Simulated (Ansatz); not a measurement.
**CH6Si (singlet): wave-function methods side by side, cc-pV(T+d)Z**

Aim: climb from Hartree-Fock through coupled cluster and multireference methods for CH6Si (singlet) at one geometry and basis, and see what each rung misses.

The runs use Ansatz 0.2.0, Gaussian basis; cc-pV(T+d)Z, core rule «outside noble gas», up to 6 orbitals frozen.

The runs, in order: UHF; CCSD(T) on RHF; BCCD(T) on RHF; CCSDT(Q) on RHF; CASSCF and NEVPT2, 8 electrons in 8 orbitals.

19 further runs of the same task are left out: 2 that didn't finish, 17 set aside as unsound or not needed.

**1. What is computed**

The geometry is an MP2(full)/6-31G* stationary point (not a proven minimum).

8 atoms, charge 0, spin multiplicity 1.

Atoms are counted from 1 here; the program's logs count them from 0.

Bond lengths: C1–Si2 1.880 Å, C1–H3 1.092 Å, C1–H4 1.092 Å, C1–H5 1.092 Å, Si2–H6 1.486 Å, Si2–H7 1.486 Å, Si2–H8 1.486 Å. Angles: Si2–C1–H3 111.0°, Si2–C1–H4 111.0°, Si2–C1–H5 111.0°, H3–C1–H4 107.9°, H3–C1–H5 107.9°, H4–C1–H5 107.9°, C1–Si2–H6 110.6°, C1–Si2–H7 110.6°, C1–Si2–H8 110.6°, H6–Si2–H7 108.3°, H6–Si2–H8 108.3°, H7–Si2–H8 108.3°.

**2. UHF**

in.yaml reads:

```yaml
crystal:
  periodic: [false, false, false]
  atoms:
    - {symbol: C, position_ang: [0.000000, 0.000000, -1.276165]}
    - {symbol: Si, position_ang: [0.000000, 0.000000, 0.604004]}
    - {symbol: H, position_ang: [0.000000, -1.019762, -1.668062]}
    - {symbol: H, position_ang: [-0.883140, 0.509881, -1.668062]}
    - {symbol: H, position_ang: [0.883140, 0.509881, -1.668062]}
    - {symbol: H, position_ang: [0.000000, 1.391234, 1.126983]}
    - {symbol: H, position_ang: [-1.204844, -0.695617, 1.126983]}
    - {symbol: H, position_ang: [1.204844, -0.695617, 1.126983]}
basis:
  gaussian: {orbitals: "cc-pV(T+d)Z.json"}
magnetization: {spin_polarized: true, initial_magnetization: 0}
hamiltonian: {xc: hf}
output: {orbitals: {seedname: orbitals}}
```

The run is started by

```
> ansatz run in.yaml --threads 1 --pin off --events-out ev --progress --plain --max-ram 4160MiB --backend cpu
```

Further steps of the session: CCSD(T) on RHF; BCCD(T) on RHF; CCSDT(Q) on RHF; CASSCF and NEVPT2, 8 electrons in 8 orbitals.

Before running them: what should the planned runs give, taken together? Wanted: RCCSDT(Q) below the RHF energy; RMP2 from RCCSDT(Q); RCCSD from RCCSDT(Q); RCCSD(T) from RCCSDT(Q); NEVPT2 frontier from RCCSDT(Q); T1 diagnostic.

As calculated:

| quantity | value |
| --- | --- |
| RCCSDT(Q) below the RHF energy | -10.0661 eV |
| RMP2 from RCCSDT(Q) | +136.0 kJ/mol |
| RCCSD from RCCSDT(Q) | +33.2 kJ/mol |
| RCCSD(T) from RCCSDT(Q) | +3.4 kJ/mol |
| NEVPT2 frontier from RCCSDT(Q) | +162.1 kJ/mol |
| levels within 1 kcal/mol (43 meV) | RCCSD(T), BCCD(T), RCCSDT |
| T1 diagnostic | 0.010 |

**Reading.** RCCSD(T) misses by +3.4 kJ/mol, 0.4 % of the correlation energy. These misses are within one basis, not against nature.
